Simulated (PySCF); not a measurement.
**SN under other conditions**

How does SN answer to another spin, charge, distance or environment?

The runs use PySCF 2.14.0; method and basis as typed in the scripts.

6 further runs of the same task are left out: 6 that didn't finish.

### Step 1. The system as given

SN: 2 atoms, charge 0, spin multiplicity 2.

Bond lengths: S1–N2 1.476 Å.

### Step 2. Base script

File input.py:

```python
from pyscf import gto, scf
from pyscf.geomopt.geometric_solver import optimize

mol = gto.M(
    atom='S 0 0 0; N 0 0 1.476',
    basis='def2-svp',
    charge=0,
    spin=1,
    verbose=4,
)
mf = scf.ROHF(mol)
mf.kernel()
mol_eq = optimize(mf, maxsteps=30)
print('optimised geometry (angstrom)')
print(mol_eq.tostring('raw'))
print('orbital energies (hartree):', mf.mo_energy[..., max(0, mol.nelec[1]-3):mol.nelec[0]+3].round(4))
```

On the command line:

```sh
$ OMP_NUM_THREADS=1 python input.py
```

The log of this run is left out.

In short: at the starting geometry E(SCF) = -451.722313 Eh, 11 cycles, optimised bond 1.476 Å in 2 steps; the optimisation lowers the energy by 0.000 eV.

### Step 3. PCM, ε = 32.6

Variant 1 changes solvent: none (gas phase) → PCM, ε = 32.6; step after the SCF: optimize → analyze.

File input.py:

```python
from pyscf import gto, scf, solvent

mol = gto.M(
    atom='S 0 0 0; N 0 0 1.476',
    basis='def2-svp',
    charge=0,
    spin=1,
    verbose=4,
)
mf = scf.ROHF(mol)
mf = solvent.PCM(mf)
mf.with_solvent.eps = 32.6
mf.kernel()
mf.analyze()
print('orbital energies (hartree):', mf.mo_energy[..., max(0, mol.nelec[1]-3):mol.nelec[0]+3].round(4))
```

On the command line:

```sh
$ OMP_NUM_THREADS=1 python input.py
```

### Step 4. Electric field 0.001 a.u.

Variant 2 changes electric field: none → 0.001 a.u.; step after the SCF: optimize → analyze.

File input.py:

```python
from pyscf import gto, scf

mol = gto.M(
    atom='S 0 0 0; N 0 0 1.476',
    basis='def2-svp',
    charge=0,
    spin=1,
    verbose=4,
)
mf = scf.ROHF(mol)
field = 0.001  # electric field along z, atomic units
h = mf.get_hcore() + field*mol.intor('int1e_r')[2]
mf.get_hcore = lambda *args: h
e_nuc = mol.energy_nuc() - field*mol.atom_charges() @ mol.atom_coords()[:, 2]
mf.energy_nuc = lambda *args: e_nuc
mf.kernel()
mf.analyze()
print('orbital energies (hartree):', mf.mo_energy[..., max(0, mol.nelec[1]-3):mol.nelec[0]+3].round(4))
```

### Step 5. Lengths in bohr

Variant 3 changes length unit: angstrom → bohr; bond length: 1.476 Å → 1.476 bohr.

input.py, as its differences from that of step 2:

```diff
@@ -8,2 +8,3 @@
     spin=1,
+    unit='bohr',
     verbose=4,
```

### Step 6. Bond 1.432 Å

Variant 4 changes bond length: 1.476 Å → 1.432 Å.

input.py, as its differences from that of step 2:

```diff
@@ -4,3 +4,3 @@
 mol = gto.M(
-    atom='S 0 0 0; N 0 0 1.476',
+    atom='S 0 0 0; N 0 0 1.432',
     basis='def2-svp',
```

Q: Predict the outcome of this session. Wanted: for each run, E(SCF); from base; SCF dipole; after the SCF.

As calculated:

| run | E(SCF) (hartree) | from base (eV) | cycles | SCF dipole (D) | after the SCF |
| --- | --- | --- | --- | --- | --- |
| base | -451.722313 | 0 | 11 | n/a | bond 1.476 Å, 0.000 eV |
| PCM, ε = 32.6 | -451.725759 | -0.0938 | 11 | 2.24 | n/a |
| electric field 0.001 a.u. | -451.721660 | +0.0178 | 11 | 1.62 | n/a |
| lengths in bohr (poor choice) | -448.582402 | not comparable | 9 | n/a | bond 1.475 Å, -85.441 eV |
| bond 1.432 Å | -451.719759 | +0.0695 | 11 | n/a | bond 1.475 Å, -0.069 eV |

SCF columns refer to the geometry typed in the script.

In words: Of the runs whose energies can be compared, “PCM, ε = 32.6” moves the SCF energy most (-0.094 eV). A continuum solvent with ε = 32.6 lowers the energy by 0.094 eV. Rows marked «poor choice» come from settings spoiled on purpose.
